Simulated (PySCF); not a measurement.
Compound: C₄H₉P.
Structure used (GFN2-xTB), in Å, numbered top down from 1:
```xyz
14
C4H9P angstrom
C      1.641    0.353    0.934
C      1.150   -0.642    0.215
C      0.511   -0.481   -1.116
P     -1.360   -0.613   -1.032
C     -1.699    0.760    0.161
H      2.075    0.194    1.907
H      1.643    1.368    0.569
H      1.159   -1.652    0.606
H      0.842   -1.262   -1.805
H      0.741    0.492   -1.559
H     -1.369   -1.629   -0.064
H     -1.633    1.710   -0.368
H     -2.711    0.649    0.543
H     -0.989    0.752    0.986
```

Computed, not measured: TDDFT wB97X-D/def2-SVPD, vertical, gas phase, core orbitals frozen in the response in PySCF.

Ground-to-excited transition dipoles (e·a0, same axes as the geometry; the sign carries no meaning), for the states with f of 0.002 or more among the lowest 7:

```csv
state,E (eV),μx,μy,μz
S1,6.438,1.175,0.309,0.699
S2,6.638,-0.110,-0.521,0.157
S3,6.741,-0.105,0.414,0.607
S4,7.334,-0.509,-0.518,-0.497
S5,7.443,0.425,0.111,-0.241
S6,7.618,-0.329,-0.204,-0.269
S7,7.696,-0.041,-0.041,0.093
```

(1) Work out the oscillator strengths.

(2) What angle do the transition dipoles of S3 and S5 make?

(3) What peak molar absorption coefficient would the strongest computed level give as a lone Gaussian band 0.4 eV wide at half height?

## Answers

(1) f = (2/3) ΔE |μ|² with ΔE in hartree (27.2114 eV).

| state | \|μ\|² (au) | \|μ\| (D) | f |
| --- | --- | --- | --- |
| S1 | 1.964 | 3.56 | 0.310 |
| S2 | 0.309 | 1.41 | 0.050 |
| S3 | 0.552 | 1.89 | 0.091 |
| S4 | 0.775 | 2.24 | 0.139 |
| S5 | 0.251 | 1.27 | 0.046 |
| S6 | 0.222 | 1.20 | 0.041 |
| S7 | 0.012 | 0.28 | 0.002 |

(2) |cos θ| = |μa·μb| / (|μa| |μb|) = 0.39, so θ ≈ 67° (taken between 0 and 90°, since the signs are arbitrary).

(3) ε(max) = 2.175×10⁸ f / FWHM, with the width in cm⁻¹. S1: 2.175×10⁸ × 0.3098 / 3226 ≈ 21000 L mol⁻¹ cm⁻¹.

On one thread, Intel Xeon Platinum 8375C at 2.90 GHz (x86_64), shared host with 64 logical CPUs at a one-minute load of 18, this took 22 s wall and 0.74 GiB of memory at its peak.

One conformer stands for the species.
